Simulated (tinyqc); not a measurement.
Inside a calculation. Method: LCCD on RHF in the sto-6g basis, frozen core, for HF, spin multiplicity 1. One step of it, computed by the program tinyqc.

Problem. LCCD: starting amplitudes. t_ij^ab = <ij||ab> / (e_i + e_j - e_a - e_b), whose energy is MP2.

orbital energies (hartree): MO1 -26.256928, MO2 -1.438975, MO3 -0.523278, MO4 -0.471322, MO5 -0.471322, MO6 0.418749

Two-electron integrals over orbitals (pq|rs), unique and non-zero (hartree); the lowest 1 orbital is frozen and left out:
```
(22|22) 0.870624    (32|22) -0.041857   (32|32) 0.143202    (33|22) 0.715324
(33|32) -0.023153   (33|33) 0.703380    (42|42) 0.187689    (43|42) -0.031985
(43|43) 0.038580    (44|22) 0.893168    (44|32) -0.070704   (44|33) 0.702884
(44|44) 0.998085    (52|52) 0.187689    (53|52) -0.031985   (53|53) 0.038580
(54|54) 0.053789    (55|22) 0.893168    (55|32) -0.070704   (55|33) 0.702884
(55|44) 0.890506    (55|55) 0.998085    (62|22) -0.100132   (62|32) -0.069074
(62|33) -0.026507   (62|44) -0.097914   (62|55) -0.097914   (62|62) 0.091954
(63|22) -0.217842   (63|32) 0.086177    (63|33) -0.102823   (63|44) -0.231378
(63|55) -0.231378   (63|62) 0.043314    (63|63) 0.215558    (64|42) -0.032507
(64|43) -0.020501   (64|64) 0.029470    (65|52) -0.032507   (65|53) -0.020501
(65|65) 0.029470    (66|22) 0.651597    (66|32) 0.053910    (66|33) 0.658419
(66|44) 0.631922    (66|55) 0.631922    (66|62) -0.058735   (66|63) -0.020169
(66|66) 0.691122
```

Give: Starting amplitudes; correlation energy.

Solution.

Starting amplitudes (spin orbitals 1a, 1b, ...; amplitudes related by a flip of all spins are not repeated):

| from | to | t |
|---|---|---|
| 3a 3b | 6a 6b | -0.114 |
| 2a 2b | 6a 6b | -0.025 |
| 5a 5b | 6a 6b | -0.017 |
| 4a 4b | 6a 6b | -0.017 |
| 2a 3b | 6a 6b | -0.015 |

correlation energy = -0.02925 hartree
